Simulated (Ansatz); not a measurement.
**One arrangement of a pair**

The pair of F₂ (SMILES FF, atoms 1–2) and Cl₂ (SMILES ClCl, atoms 3–4), both closed shells, in one local arrangement (a lower one may exist), relaxed at PBE0-D4/def2-TZVP:

```
4
angstrom
F -0.3498 -0.6017 -1.6942
F 0.5687 0.4222 -1.6900
Cl 0.6093 -0.5876 1.7742
Cl -0.8282 0.7670 1.6101
```

Computed with Ansatz 0.2.0 (basis: def2-TZVPPD, with def2-QZVPPD for the basis limit); correlated methods freeze the cores. B3LYP uses VWN-RPA correlation. Extrapolation: Hartree–Fock as exp(−7.88 √X), correlation as X^−2.97. Interaction energies count from these two fragments, frozen as in the pair, with the counterpoise correction; negative means bound.

(1) What is the interaction energy by CCSD(T) at an estimated basis limit (MP2 extrapolated from triple and quadruple zeta, plus CCSD(T) − MP2 in triple zeta)? (Judge from chemistry; the value comes from the calculation.)

T1 diagnostic: at most 0.013. The restricted Hartree–Fock reference is unstable towards an unrestricted one at one or more of these structures.

## Answers

(1) By the calculation: -0.54 kcal/mol. Hartree–Fock alone gives 0.42 kcal/mol at the basis limit, so without correlation the pair would not bind at this distance. It counts from the two fragments frozen as in the pair.

The same quantity by other methods in triple zeta, and each one's difference from that estimate:
```
   method  E_int (kcal/mol)  difference
   PBE-D4             -0.69       -0.15
revPBE-D4             -0.48        0.07
  BLYP-D4             -0.33        0.21
r2SCAN-D4             -0.73       -0.19
   B97M-V             -0.58       -0.04
  PBE0-D4             -0.59       -0.05
 B3LYP-D4             -0.47        0.07
 HSE06-D4             -0.59       -0.04
  wB97X-V             -0.74       -0.20
  wB97M-V             -0.67       -0.13
   B2PLYP              0.00        0.54
       HF              0.42        0.96
      MP2             -0.45        0.09
     CCSD             -0.28        0.26
  CCSD(T)             -0.41        0.13
```
Differences are method less estimate.

Basis-set superposition shift (counterpoise-corrected less uncorrected): CCSD(T) 0.35; MP2 0.33; HF 0.08; PBE0-D4 0.07; wB97M-V 0.06 kcal/mol.

For scale, one of the runs: CCSD(T)/def2-TZVPPD, 182 basis functions, launched by `ansatz run in.yaml --threads 2 --pin off --events-out ev --progress --plain --max-ram 5222MiB`. Time: 51 s of wall clock on 2 CPU threads; the host was shared. Peak host memory: 1.8 GiB.
